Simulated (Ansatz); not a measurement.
A made-up structure of B2NH5, singlet:

B1  (-1.000, 0.640, -0.755)
B2  (0.373, 0.270, 0.109)
N3  (0.730, -0.933, 0.709)
H4  (-1.049, 0.543, -1.951)
H5  (0.313, -0.954, 1.639)
H6  (1.163, 1.179, 0.227)
H7  (1.591, -1.057, 1.214)
H8  (0.164, -1.764, 0.685)
(Å)

It is relaxed with PBE-D4/def2-SVP and then PBE0-D4/def2-TZVP (Ansatz 0.2.0). Atoms count as bonded within 1.22 times the sum of their covalent radii (H–H: 0.88 Å). The end point is not checked to be a true minimum.

Question: Does its bonding change? (Judge from chemistry; the calculation decides.)

Answer: The calculation gives: No: no bond forms or breaks.

Where it ends: The first stage lowers the energy by 2.32 eV in 8 steps. It ends as B₂NH₅ ([BH][BH][NH3]):
```
atom    x (Å)    y (Å)    z (Å)
  B1  -0.5777   0.4413  -1.0681
  B2   0.3961   0.3767   0.0955
  N3   0.6375  -0.9481   0.9361
  H4  -1.3247   0.5396  -1.9814
  H5   0.4106  -0.8133   1.9189
  H6   1.0682   1.2881   0.4933
  H7   1.6089  -1.2477   0.8901
  H8   0.0651  -1.7127   0.5922
```

Labels in which every atom is bracketed show which atoms are joined, not bond orders.

For scale, one of the runs: PBE0-D4/def2-TZVP relaxation, 123 basis functions, launched by `ansatz run in.yaml --threads 2 --pin off --events-out ev --progress --plain --max-ram 4352MiB`. The run took about 14 s on 2 CPU threads of an Arm Neoverse V1 (shared host).
